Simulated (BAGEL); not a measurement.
# HF/STO-3G (density fitting with qzvpp-jkfit) run of C2H3F3 (1,1,2-trifluoroethane)

Aim: the energy change on altering one bond length of C2H3F3 (1,1,2-trifluoroethane) at HF/STO-3G (density fitting with qzvpp-jkfit), from 2 runs. 

The calculation is run with BAGEL 1.2.2.

3 further runs of the same task are left out: 3 that didn't finish.

**1. Starting point**

C2H3F3 has 8 atoms, charge 0, and is taken as a singlet. As SMILES, `FCC(F)F`. The coordinates come from a PBE0-D4/def2-TZVP relaxation. This is one conformer, not always the lowest.

Bond lengths: F1–C2 1.367 Å, C2–C3 1.507 Å, C3–F4 1.353 Å, C3–F5 1.353 Å, C2–H6 1.094 Å, C2–H7 1.094 Å, C3–H8 1.097 Å. Some angles: F1–C2–C3 110.8°, C2–C3–F4 110.7°, C2–C3–F5 110.6°, F4–C3–F5 107.7°, F1–C2–H6 109.2°, F1–C2–H7 109.2°, C3–C2–H6 109.0°, C3–C2–H7 109.0°, C2–C3–H8 111.0°, F4–C3–H8 108.4°.

**2. A single-point energy at HF/STO-3G (density fitting with qzvpp-jkfit)**

The input, hf.json:

```json
{ "bagel": [

{
  "title": "molecule",
  "basis": "sto-3g",
  "df_basis": "qzvpp-jkfit",
  "angstrom": true,
  "geometry": [
    { "atom": "F", "xyz": [      -0.985900,       1.458500,       0.050800 ] },
    { "atom": "C", "xyz": [       0.087900,       0.678700,       0.379800 ] },
    { "atom": "C", "xyz": [      -0.007400,      -0.670200,      -0.285700 ] },
    { "atom": "F", "xyz": [      -1.136200,      -1.311100,       0.094600 ] },
    { "atom": "F", "xyz": [      -0.044700,      -0.536600,      -1.631300 ] },
    { "atom": "H", "xyz": [       0.112100,       0.539700,       1.464900 ] },
    { "atom": "H", "xyz": [       1.006200,       1.174300,       0.050700 ] },
    { "atom": "H", "xyz": [       0.852800,      -1.298700,      -0.023800 ] }
  ]
},

{
  "title": "hf"
},

{
  "title": "print",
  "file": "orbitals.molden",
  "orbitals": true
}

]}
```

Started as:

```
$ BAGEL_NUM_THREADS=1 BAGEL hf.json > hf.out
```

What it wrote:

```text
* using 1 threads per process

  ===============================================================
  ===============================================================

  *** Geometry ***

  { "atom" : "F", "xyz" : [     -1.863081,      2.756166,      0.095998 ] },
  { "atom" : "C", "xyz" : [      0.166107,      1.282557,      0.717718 ] },
  { "atom" : "C", "xyz" : [     -0.013984,     -1.266494,     -0.539895 ] },
  { "atom" : "F", "xyz" : [     -2.147107,     -2.477620,      0.178768 ] },
  { "atom" : "F", "xyz" : [     -0.084471,     -1.014027,     -3.082710 ] },
  { "atom" : "H", "xyz" : [      0.211838,      1.019885,      2.768260 ] },
  { "atom" : "H", "xyz" : [      1.901442,      2.219105,      0.095809 ] },
  { "atom" : "H", "xyz" : [      1.611558,     -2.454187,     -0.044975 ] },

  Number of auxiliary basis functions:      435

  Since a DF basis is specified, we compute 2- and 3-index integrals:
    o Being stored without compression. Storage requirement is 0.003 GB

  Number of basis functions:       28
  Number of electrons      :       42

    * METHOD: MOLECULE                             0.11

  *** RHF ***

  === Nuclear Repulsion ===
   194.0360020086

      * DIIS with orbital gradients will be used.

  === RHF iteration (sto-3g) ===
      0       -370.46713143          0.02734023           0.01
      1       -370.63897409          0.00739313           0.01
      2       -370.65216835          0.00148818           0.01
      3       -370.65327248          0.00016061           0.01
      4       -370.65328509          0.00002476           0.01
      5       -370.65328531          0.00000319           0.01
      6       -370.65328531          0.00000092           0.01
      7       -370.65328531          0.00000028           0.01
      8       -370.65328531          0.00000008           0.01
      9       -370.65328531          0.00000002           0.01
     10       -370.65328531          0.00000001           0.01
    * SCF iteration converged.

    * Permanent dipole moment:
           (   -0.705953,     0.039696,    -0.428717) a.u.

    * METHOD: HF                                   0.15

    * METHOD: PRINT                                0.00

  ===============================================================
```

Run time: 1.1 s. Hardware: 1 thread of Intel Xeon 6975P-C (Granite Rapids), shared host; peak memory 0.08 GiB.

**3. The distorted shape at the same level**

The input, calc.json:

```json
{ "bagel" : [

{
  "title" : "molecule",
  "basis" : "sto-3g",
  "df_basis" : "qzvpp-jkfit",
  "angstrom" : true,
  "geometry" : [
    { "atom" : "F", "xyz" : [      -1.720540,       1.062020,       0.314080 ] },
    { "atom" : "C", "xyz" : [      -0.646740,       0.282220,       0.643080 ] },
    { "atom" : "C", "xyz" : [      -0.742040,      -1.066680,      -0.022420 ] },
    { "atom" : "F", "xyz" : [      -1.870840,      -1.707580,       0.357880 ] },
    { "atom" : "F", "xyz" : [      -0.779340,      -0.933080,      -1.368020 ] },
    { "atom" : "H", "xyz" : [      -0.622540,       0.143220,       1.728180 ] },
    { "atom" : "H", "xyz" : [       1.006200,       1.174300,       0.050700 ] },
    { "atom" : "H", "xyz" : [       0.118160,      -1.695180,       0.239480 ] }
  ]
},

{
  "title" : "hf",
  "charge" : 0
},

{
  "title" : "print",
  "file" : "orbitals.molden",
  "orbitals" : true
}

]}
```

Started as:

```
$ BAGEL_NUM_THREADS=1 BAGEL calc.json > calc.out
```

What it wrote:

```text
* using 1 threads per process

  ===============================================================
  ===============================================================

  *** Geometry ***

  { "atom" : "F", "xyz" : [     -3.251349,      2.006927,      0.593525 ] },
  { "atom" : "C", "xyz" : [     -1.222161,      0.533319,      1.215245 ] },
  { "atom" : "C", "xyz" : [     -1.402252,     -2.015733,     -0.042368 ] },
  { "atom" : "F", "xyz" : [     -3.535375,     -3.226859,      0.676295 ] },
  { "atom" : "F", "xyz" : [     -1.472739,     -1.763266,     -2.585183 ] },
  { "atom" : "H", "xyz" : [     -1.176430,      0.270647,      3.265787 ] },
  { "atom" : "H", "xyz" : [      1.901442,      2.219105,      0.095809 ] },
  { "atom" : "H", "xyz" : [      0.223290,     -3.203426,      0.452552 ] },

  Number of auxiliary basis functions:      435

  Since a DF basis is specified, we compute 2- and 3-index integrals:
    o Being stored without compression. Storage requirement is 0.003 GB

  Number of basis functions:       28
  Number of electrons      :       42

    * METHOD: MOLECULE                             0.13

  *** RHF ***

  === Nuclear Repulsion ===
   191.0478022924

      * DIIS with orbital gradients will be used.

  === RHF iteration (sto-3g) ===
      0       -370.20901443          0.03174949           0.01
      1       -370.40248373          0.01375257           0.01
      2       -370.44316091          0.00224351           0.01
      3       -370.44504971          0.00068942           0.01
      4       -370.44526526          0.00013777           0.01
      5       -370.44527450          0.00002491           0.01
      6       -370.44527482          0.00000637           0.01
      7       -370.44527485          0.00000124           0.01
      8       -370.44527485          0.00000050           0.01
      9       -370.44527485          0.00000016           0.01
     10       -370.44527485          0.00000004           0.01
     11       -370.44527485          0.00000001           0.01
     12       -370.44527485          0.00000000           0.01
    * SCF iteration converged.

    * Permanent dipole moment:
           (   -0.502614,     0.110306,    -0.464798) a.u.

    * METHOD: HF                                   0.18

    * METHOD: PRINT                                0.00

  ===============================================================
```

Wall time 1.5 s (1 thread of Intel Xeon 6975P-C (Granite Rapids), shared host); peak memory 0.08 GiB.

**4. Outcome**

Level: HF/STO-3G (density fitting with qzvpp-jkfit).

| quantity | value |
| --- | --- |
| first shape: total energy | -370.65329 Eh |
| first shape: dipole moment | 2.10 D |
| first shape: HOMO energy | -10.39 eV |
| first shape: LUMO energy | 14.26 eV |
| first shape: HOMO–LUMO gap | 24.65 eV |
| distorted shape: total energy | -370.44527 Eh |
| distorted shape: dipole moment | 1.76 D |
| distorted shape: HOMO energy | -8.24 eV |
| distorted shape: LUMO energy | 4.86 eV |
| distorted shape: HOMO–LUMO gap | 13.10 eV |
| energy change with the C2–H7 bond stretched from 1.094 to 1.970 Å | 5.660 eV |

With the C2–H7 bond stretched from 1.094 to 1.970 Å the energy rises by 5.66 eV (131 kcal/mol). The first shape isn't relaxed at this level, so the change isn't measured from a minimum. A restricted reference can't describe the breaking bond well at this length. The minimal basis adds a large error of its own.
